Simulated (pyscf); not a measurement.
HN=SiH₂ + ammonia (NH₃) → HN=SiH–NH₂ + hydrogen (H₂) (four-centre exchange; singlet surface; H–Si, H–N broken, N–Si, H–H formed). Single points on ωB97X-D3(BJ)/def2-SVP structures (PySCF, gas phase). Energies in kJ/mol from the separated reactants.

```json
[
 {"level": "ωB97X-D3(BJ)/def2-TZVP", "barrier": "68.9", "reaction energy": "-72.4"},
 {"level": "r²SCAN/def2-TZVP", "barrier": "52.2", "reaction energy": "-72.9"},
 {"level": "PBE0-D3(BJ)/def2-TZVP", "barrier": "___", "reaction energy": "___"},
 {"level": "M06-2X/def2-TZVP", "barrier": "66.0", "reaction energy": "-79.9"},
 {"level": "ωB97M-D3(BJ)/def2-TZVP", "barrier": "___", "reaction energy": "-67.9"},
 {"level": "HF/def2-TZVP", "barrier": "135.4", "reaction energy": "-60.4"}
]
```

**Question.** Complete the blanks.

**Answer.** 
- PBE0-D3(BJ)/def2-TZVP, barrier: 54.8
- PBE0-D3(BJ)/def2-TZVP, reaction energy: -66.1
- ωB97M-D3(BJ)/def2-TZVP, barrier: 71.9

The functionals in the table span 19.7 kJ/mol in this barrier, from r²SCAN to ωB97M-D3(BJ)/def2-TZVP. On the reactant side the descent ends in an adduct with a N–Si contact (not fully relaxed), 93.9 kJ/mol under the separated species and 162.7 kJ/mol under the saddle at ωB97X-D3(BJ)/def2-TZVP. What is counted as formed (N–Si) is already present as a longer contact in the reactant adduct; forming that adduct is a step of its own. At the saddle there is also a short H–Si contact that neither side keeps. The same reactants have a lower exit, to H₂N–SiH₂–NH₂ (barrier -65.0 kJ/mol at ωB97M-D3(BJ)/def2-TZVP, against +71.9 kJ/mol here). HN=SiH₂ lies 76.0 kJ/mol over its isomer H₂N–SiH: [singlet] (electronic energy, ωB97M-D3(BJ)/def2-TZVP). HN=SiH–NH₂ lies 86.7 kJ/mol over its isomer H₂N–Si:–NH₂ [singlet] (electronic energy, ωB97M-D3(BJ)/def2-TZVP). This is the saddle that the search found; another between the same sides may lie lower.
